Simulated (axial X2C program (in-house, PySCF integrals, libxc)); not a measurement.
Which molecule gave these maps?

PBE0 fields computed with an axial X2C code built on PySCF integrals, with spin–orbit coupling, near the equilibrium distance, one atom at z = 0.

The maps cover the half plane through the axis: z from -2.4 to 4.2 Å along the bond, ρ from 0.15 to 2.25 Å away from it.

log10 of the density in e/bohr³:

```
 ρ\z  -2.4  -1.8  -1.2  -0.6   0.0   0.6   1.2   1.8   2.4   3.0   3.6   4.2
0.15  -3.4  -2.5  -1.5  -0.6   1.3  -0.6  -0.8   0.6  -0.8  -1.6  -2.6  -3.4
0.45  -3.5  -2.6  -1.6  -0.7  -0.4  -0.7  -1.0  -0.6  -0.9  -1.8  -2.6  -3.4
0.75  -3.6  -2.7  -1.8  -1.0  -0.7  -1.0  -1.3  -1.0  -1.2  -2.0  -2.7  -3.5
1.05  -3.7  -2.9  -2.1  -1.4  -1.2  -1.5  -1.7  -1.5  -1.6  -2.2  -2.9  -3.6
1.35  -3.8  -3.1  -2.4  -1.9  -1.7  -1.9  -2.1  -1.9  -2.0  -2.5  -3.1  -3.7
1.65  -4.0  -3.4  -2.8  -2.3  -2.2  -2.4  -2.5  -2.3  -2.4  -2.8  -3.3  -3.9
1.95  -4.2  -3.6  -3.1  -2.8  -2.7  -2.8  -2.9  -2.7  -2.8  -3.1  -3.5  -4.0
2.25  -4.5  -3.9  -3.5  -3.2  -3.1  -3.2  -3.2  -3.1  -3.1  -3.4  -3.7  -4.2
```

Electron localisation function (collinear form, no current term, damped to 0 at low density):

```
 ρ\z  -2.4  -1.8  -1.2  -0.6   0.0   0.6   1.2   1.8   2.4   3.0   3.6   4.2
0.15  0.01  0.15  0.63  0.58  0.78  0.61  0.68  0.95  0.74  0.76  0.28  0.03
0.45  0.01  0.15  0.62  0.84  0.10  0.77  0.59  0.55  0.90  0.77  0.28  0.02
0.75  0.01  0.14  0.58  0.88  0.87  0.74  0.45  0.90  0.92  0.76  0.26  0.02
1.05  0.01  0.11  0.51  0.83  0.87  0.57  0.29  0.86  0.90  0.71  0.22  0.01
1.35  0.00  0.08  0.40  0.71  0.74  0.33  0.17  0.75  0.84  0.61  0.17  0.01
1.65  0.00  0.04  0.26  0.53  0.53  0.14  0.09  0.57  0.71  0.47  0.11  0.01
1.95  0.00  0.02  0.13  0.31  0.27  0.04  0.05  0.37  0.52  0.30  0.05  0.00
2.25  0.00  0.00  0.04  0.11  0.08  0.01  0.03  0.19  0.29  0.13  0.02  0.00
```

Axial spin density in 10⁻³ e/bohr³:

```
 ρ\z  -2.4  -1.8  -1.2  -0.6   0.0   0.6   1.2    1.8   2.4   3.0   3.6   4.2
0.15   0.0  -0.1  -0.6  -1.8  26.8  -4.0   5.5  121.5  -2.3  -2.6  -0.5  -0.1
0.45   0.0   0.0   0.0   4.5   6.8  -3.2  15.7  125.4  20.2  -0.5  -0.3  -0.1
0.75   0.0   0.0   0.5   4.6   6.0  -1.7  13.2   54.5  18.3   1.1   0.0   0.0
1.05   0.0   0.1   0.5   2.4   2.0  -0.7   7.0   20.5  10.1   1.5   0.1   0.0
1.35   0.0   0.1   0.3   1.0   0.5  -0.3   3.1    7.8   4.8   1.2   0.2   0.0
1.65   0.0   0.1   0.2   0.4   0.1  -0.1   1.4    3.1   2.2   0.8   0.2   0.0
1.95   0.0   0.0   0.1   0.1   0.0   0.0   0.6    1.3   1.1   0.5   0.1   0.0
2.25   0.0   0.0   0.1   0.1   0.0   0.0   0.3    0.6   0.5   0.3   0.1   0.0
```

Task: Which molecule is it?
A. MnBr⁻
B. NaRh⁺
C. VSe⁺
D. CCl⁻

Result: D. CCl⁻, with Cl at z = 0 and C at z = 1.861 Å, state Ω = 1 (⟨Sz⟩ = 1.00, ⟨Lz⟩ = 0.00 at PBE0), basis Cl dyall-av3z [9s8p3d2f], C dyall-av3z [8s7p3d2f] (cores contracted in-house). One determinant describes the state; a PBE0 search over occupations chose it and may have missed a lower one. Density functionals use the spin component along the axis (collinear). With several unpaired electrons one determinant need not be a pure state. Open-shell Ω = 0 determinants with evenly filled partner blocks cannot be reached by this program, so the Ω shown need not be the lowest component. This is the Ω = 1 component of a π² triplet; the 0⁺ component is not one determinant and can lie lowest. The highest occupied level of some functionals is positive through self-interaction error; at Hartree–Fock it is bound.
